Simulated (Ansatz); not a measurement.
Energy needed to pull apart BH₅S (SMILES [BH3-][SH2+]), closed shell, into free ground-state atoms, from the structure below (displaced at random from a GFN2-xTB minimum); no zero-point or spin–orbit terms; open-shell atoms are treated unrestricted, in their ground-state multiplicity.

```
7
angstrom
B -0.4660 -0.4769 -0.3749
S 0.6091 1.0705 0.3213
H -1.5477 -0.0681 -0.3433
H -0.3060 -1.1730 0.1622
H -0.1734 -0.4426 -1.6037
H 0.1710 0.9186 1.5049
H 1.6156 0.4189 0.4550
```

Program: Ansatz 0.2.0. Basis: def2-TZVPP. Cores are frozen in the correlated methods.

```json
{"method": "PBE-D4", "atomization energy (kcal/mol)": "424.8"}
{"method": "r2SCAN-D4", "atomization energy (kcal/mol)": "427.6"}
{"method": "PBE0-D4", "atomization energy (kcal/mol)": "?"}
{"method": "r2SCANh-D4", "atomization energy (kcal/mol)": "426.4"}
{"method": "r2SCAN0-D4", "atomization energy (kcal/mol)": "424.9"}
{"method": "wB97M-V", "atomization energy (kcal/mol)": "429.3"}
{"method": "HF", "atomization energy (kcal/mol)": "?"}
{"method": "MP2", "atomization energy (kcal/mol)": "411.4"}
{"method": "CCSD", "atomization energy (kcal/mol)": "408.9"}
{"method": "CCSD(T)", "atomization energy (kcal/mol)": "413.3"}
```

(1) What does HF give? (An estimate is asked for; the value comes from the calculation.)

(2) What does PBE0-D4 give? (To be estimated.)

No T1 diagnostic of these runs exceeds 0.011.

Answers

(1) The calculation gives: 305.9 kcal/mol, which is about 107.4 kcal/mol less than CCSD(T)/def2-TZVPP.

(2) By the calculation: 422.7 kcal/mol, which is about 9.4 kcal/mol more than CCSD(T)/def2-TZVPP.

In triple zeta the MP2 and coupled-cluster atomization energies are still short of their basis limit by a few kcal/mol a bond, whereas those of the functionals are nearly converged, so these differences are not deviations from converged CCSD(T).

For scale, one of the runs: CCSD(T)/def2-TZVPP forces, 143 basis functions (an equivalent command: `ansatz run in.yaml --threads 4`). The run took 15 s on 4 CPU threads (shared host), with 1.5 GiB of host memory at its peak.
